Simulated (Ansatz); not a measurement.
A nudged elastic band was laid between two geometries of CH6Si (8 atoms, charge 0, multiplicity 1).

Theory: Ansatz, RKS PBE-D4/def2-SVP.

| Item | Value |
| --- | --- |
| movable images | 5 |
| climbing image | yes |
| spring | 5.0 eV/Å² |
| optimiser | quadratic models (default) |
| start path | straight line |
| force threshold | 0.05 eV/Å |
| iteration limit | 60 |
| end points | relaxed |

Initial state:

```xyz
8
Properties=species:S:1:pos:R:3
Si 0.380 0.011 0.046
C 0.873 -0.013 1.871
H -0.019 -0.127 2.519
H 1.562 -0.855 2.081
H 1.385 0.930 2.152
H 1.594 0.165 -0.833
H -0.555 1.157 -0.240
H -0.316 -1.269 -0.336
```

Final state:

```xyz
8
Properties=species:S:1:pos:R:3
Si -0.303 -0.022 -0.675
C 1.416 0.038 1.549
H 0.441 -0.134 2.033
H 2.114 -0.787 1.778
H 1.830 1.018 1.847
H 1.353 0.062 0.411
H -1.039 1.022 0.194
H -0.910 -1.197 0.125
```

Question: Which bonds break or form, and what moves?

Answer: Bonds broken: Si1–C2, Si1–H6. Bonds formed: C2–H6. CH6Si becomes CH4 + H2Si.

Question: Give the energies along the band, and the barrier.

Answer: It converged. The highest image is number 4 of 0 to 6, 64.3 kcal/mol above the first end and 14.9 kcal/mol above the last; the last end lies 49.4 kcal/mol above the first. Neighbouring images differ by up to 1.3 eV, so the band resolves the path poorly. The order of the stationary point at the top wasn't checked. The orbitals stay closed-shell, which can raise the energy where a bond breaks towards radicals; this wasn't checked here.

```tsv
image	path coordinate (Å)	energy (kcal/mol)	Si1–C2 (Å)	Si1–H6 (Å)	C2–H6 (Å)
0	0.00	0.0	1.89	1.51	2.80
1	0.38	3.6	1.87	1.50	2.52
2	0.76	19.7	1.90	1.47	2.18
3	1.15	49.4	2.07	1.46	1.84
4	1.53	64.3	2.30	1.53	1.54
5	1.95	53.3	2.52	1.73	1.21
6	2.37	49.4	2.81	1.98	1.14
```

Question: What is the geometry of the highest image?

Answer: 
```xyz
8
Properties=species:S:1:pos:R:3
Si -0.051 -0.008 -0.376
C 1.177 0.022 1.574
H 0.328 -0.135 2.260
H 1.906 -0.803 1.672
H 1.648 1.004 1.753
H 1.418 0.072 0.052
H -0.843 1.137 0.209
H -0.681 -1.290 0.116
```

Time of the run: 55 s on 1 thread of Arm Neoverse V1, with other jobs on the host, peak memory 0.1 GiB.
